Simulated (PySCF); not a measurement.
**UCCSDT/STO-3G run of AlH2O (SMILES [O][AlH2])**

What is the energy change on altering one bond length of AlH2O at UCCSDT/STO-3G? The job is set up through a Python script.

Program for the calculation: PySCF 2.14.0.

7 further runs of the same task are left out: 7 set aside as unsound or not needed.

## Step 1: The structure to begin with

The species is AlH2O (4 atoms), meant as a doublet with charge 0. SMILES: `[O][AlH2]`. Geometry: relaxed at PBE0-D4/def2-TZVP.

Bond lengths: O1–Al2 1.727 Å, Al2–H3 1.578 Å, Al2–H4 1.578 Å. Angles: O1–Al2–H3 115.8°, O1–Al2–H4 115.8°, H3–Al2–H4 128.3°.

## Step 2: The energy at UCCSDT/STO-3G

Contents of job.py:

```python
from pyscf import gto, scf, cc

system = gto.M(
    atom=[
    ('O', (0.062600, -0.856300, 1.401400)),
    ('Al', (0.011300, 0.029900, -0.080400)),
    ('H', (-1.149600, -0.360800, -1.076000)),
    ('H', (1.131100, 1.126800, -0.265300)),
],
    charge=0,
    basis='sto-3g',
    max_memory=1860,
    verbose=3,
    spin=1,
)

mf = scf.UHF(system)
mf.conv_tol = 1e-10
mf.kernel()
if not mf.converged:
    mf = mf.newton().run(mf.mo_coeff, mf.mo_occ)

mycc = cc.CCSDT(mf, frozen=6)
mycc.kernel()
e_final = mycc.e_tot
print('E = %.10f Eh' % e_final)
```

Run with:

```bash
$ OMP_NUM_THREADS=1 python job.py
```

The log of the run:

```text
converged SCF energy = -314.004283492821  <S^2> = 0.75620048  2S+1 = 2.0061909
_make_eris_incore_UCCSDT

WARN: A large `blksize_v_aaa` is being used, which may cause large memory consumption
      for storing contraction intermediates. If memory is sufficient, consider using
      `pyscf.cc.uccsdt_highm.UCCSDT` instead.

WARN: A large `blksize_v_aab` is being used, which may cause large memory consumption
      for storing contraction intermediates. If memory is sufficient, consider using
      `pyscf.cc.uccsdt_highm.UCCSDT` instead.

UCCSDT converged
E(UCCSDT) = -314.0740428954506   E_corr = -0.06975940262951771
E_corr(same-spin) = -0.00682002232435229
E_corr(oppo-spin) = -0.0629393803051654
E = -314.0740428955 Eh
```

Wall time 0.92 s (1 thread of Arm Neoverse V2, shared host); peak memory 0.1 GiB.

## Step 3: The distorted shape at the same level

Contents of calc.py:

```python
from pyscf import gto, scf, cc

mol = gto.M(
    atom=[
    ('O', (1.455662, -0.387466, 2.596104)),
    ('Al', (1.404362, 0.498734, 1.114304)),
    ('H', (-1.149600, -0.360800, -1.076000)),
    ('H', (2.524162, 1.595634, 0.929404)),
],
    max_memory=1860,
    basis='sto-3g',
    verbose=3,
    spin=1,
)

mf = scf.UHF(mol)
mf.conv_tol = 1e-10
mf.kernel()
if not mf.converged:
    mf = mf.newton().run(mf.mo_coeff, mf.mo_occ)

mycc = cc.CCSDT(mf, frozen=6)
mycc.kernel()
etot = mycc.e_tot
print('Final energy', etot)
```

Run with:

```bash
$ OMP_NUM_THREADS=1 python calc.py
```

The log of the run:

```text
converged SCF energy = -313.754522531535  <S^2> = 0.75012114  2S+1 = 2.0001211
_make_eris_incore_UCCSDT

WARN: A large `blksize_v_aaa` is being used, which may cause large memory consumption
      for storing contraction intermediates. If memory is sufficient, consider using
      `pyscf.cc.uccsdt_highm.UCCSDT` instead.

WARN: A large `blksize_v_aab` is being used, which may cause large memory consumption
      for storing contraction intermediates. If memory is sufficient, consider using
      `pyscf.cc.uccsdt_highm.UCCSDT` instead.

UCCSDT converged
E(UCCSDT) = -313.9230091040759   E_corr = -0.1684865725403999
E_corr(same-spin) = -0.0231672383065793
E_corr(oppo-spin) = -0.145319334233821
Final energy -313.9230091040759
```

It took 1.5 s on 1 thread of Arm Neoverse V2, shared host; peak memory 0.1 GiB.

## Step 4: Summary of results

At UCCSDT/STO-3G, 6 core orbitals frozen:

| quantity | value |
| --- | --- |
| first shape: total energy | -314.07404 Eh |
| first shape: dipole moment (Hartree–Fock density) | 1.20 D |
| first shape: HOMO energy (Hartree–Fock orbitals) (highest over α and β) | -8.20 eV |
| first shape: LUMO energy (Hartree–Fock orbitals) (lowest over α and β) | 9.20 eV |
| first shape: correlation energy (6 core orbitals frozen) | -69.8 mEh |
| first shape: ⟨S²⟩ of the reference determinant | 0.756 |
| first shape: T1 diagnostic | 0.021 |
| distorted shape: total energy | -313.92301 Eh |
| distorted shape: dipole moment (Hartree–Fock density) | 3.33 D |
| distorted shape: HOMO energy (Hartree–Fock orbitals) (highest over α and β) | -5.22 eV |
| distorted shape: LUMO energy (Hartree–Fock orbitals) (lowest over α and β) | 5.89 eV |
| distorted shape: correlation energy (6 core orbitals frozen) | -168.5 mEh |
| distorted shape: ⟨S²⟩ of the reference determinant | 0.750 |
| distorted shape: T1 diagnostic | 0.084 |
| energy change with the Al2–H3 bond stretched from 1.578 to 3.473 Å | 4.110 eV |

**Reading.** With the Al2–H3 bond stretched from 1.578 to 3.473 Å the energy rises by 4.11 eV (95 kcal/mol). The first shape isn't relaxed at this level, so the change isn't measured from a minimum. The minimal basis adds a large error of its own. The T1 diagnostic (distorted shape) of 0.084 is above the customary mark for such species, so a single reference may not serve.
